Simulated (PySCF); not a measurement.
## Nuclear quadrupole coupling in carbon suboxide

Species: carbon suboxide, C₃O₂.
Cartesian coordinates in Å at the PBE0-D3(BJ)/def2-TZVP level; atoms count from 1:
```xyz
5
C3O2 angstrom
O     -1.959   -0.271    1.419
C     -1.023   -0.148    0.752
C      0.008   -0.014    0.019
C      1.036    0.133   -0.715
O      1.970    0.265   -1.382
```

Field gradients from the PBE0/pcSseg-2 density (PySCF, non-relativistic), principal values in atomic units, ordered |Vxx| ≤ |Vyy| ≤ |Vzz|:

```json
{"atom": "O1", "Vxx": "-0.1510", "Vyy": "-0.1511", "Vzz": "0.3021"}
{"atom": "O5", "Vxx": "-0.1510", "Vyy": "-0.1510", "Vzz": "0.3020"}
```

Task: Find the asymmetry η = (Vxx − Vyy)/Vzz and the couplings χ = eQV/h (234.96 MHz × Q in barn × V in au), with Q(17O) = −0.0256 b.

Result: 
| atom | environment | nucleus | η | χzz (MHz) | χxx (MHz) | χyy (MHz) |
| --- | --- | --- | --- | --- | --- | --- |
| O1 | oxygen bonded to C | 17O | 0.00 | -1.817 | 0.908 | 0.909 |
| O5 | oxygen bonded to C | 17O | 0.00 | -1.817 | 0.908 | 0.908 |

The gradient is axial or nearly so (η below 0.05) at O1 and O5. 

Task: What is Vzz at O5 in SI units (1 au = 9.71736 × 10²¹ V/m²)?

Result: 0.3020 au = 2.935 × 10²¹ V/m².

Task: And the gradient at the other heavy atoms, for which no coupling is worked out here?

Result: 
```json
{"atom": "C2", "environment": "central carbon of a ketene", "Vzz (au)": "-0.495", "η": "0.00"}
{"atom": "C3", "environment": "central carbon of cumulated double bonds", "Vzz (au)": "0.188", "η": "0.00"}
{"atom": "C4", "environment": "central carbon of a ketene", "Vzz (au)": "-0.495", "η": "0.00"}
```

Geometry: PBE0-D3(BJ)/def2-TZVP; no solvent, vibrations or thermal averaging.

The run behind these numbers computed NMR shieldings as well. On Arm Neoverse N1, one thread, shared host with 64 logical CPUs at a one-minute load of 54, this took 16 s wall and 0.68 GiB of memory at its peak.
